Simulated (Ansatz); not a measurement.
`C=[SiH2]`. The species carries charge 0 and has multiplicity 1.

Cartesian coordinates in Å:
```
C -0.798 0.116 0.450
Si 0.670 -0.097 -0.378
H -1.465 -0.711 0.662
H -1.127 1.087 0.800
H 1.129 -1.417 -0.862
H 1.590 1.022 -0.672
```

Problem. Give the diagnostics of a CCSD(T)/def2-TZVPP run (frozen core, Ansatz). (An estimate is asked.)

Solution. Ansatz gave: T1 = 0.0145, largest single amplitude 0.026, largest double 0.118, (T) share of the correlation energy 4.2 %, 10 CCSD cycles. The RHF solution is unstable towards an unrestricted one. T1 lies under the customary mark of 0.02 for closed shells.
